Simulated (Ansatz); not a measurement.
Basis-set extrapolation for C3H9NO, SMILES `CNC(C)O` (PBE0-D4/def2-TZVP geometry, frozen core, Ansatz 0.2.0). Multiplicity 1, RHF reference.

```tsv
	def2-TZVPP	def2-QZVPP
HF	-248.245852	-248.257874
MP2 correlation	-0.983356	-1.051306
CCSD(T) correlation	-1.064657	not run
```

Energies in hartree. Use E(X) = E(∞) + A·exp(−7.88·√X) for Hartree–Fock and E(X) = E(∞) + B·X^(−2.97) for correlation, with X = 3 and 4, and add CCSD(T) minus MP2 of the smaller set to the MP2 limit.

Problem. What is the CCSD(T) energy at the basis-set limit?

Solution. HF limit: -248.257874 + (-0.012022) × 0.13774 = -248.25953. MP2 limit: -1.051306 + (-0.067950) × 0.74074 = -1.10164. Higher-order term: -1.064657 − (-0.983356) = -0.08130. Total: -249.44247 hartree, 3.59 eV below CCSD(T)/def2-TZVPP.
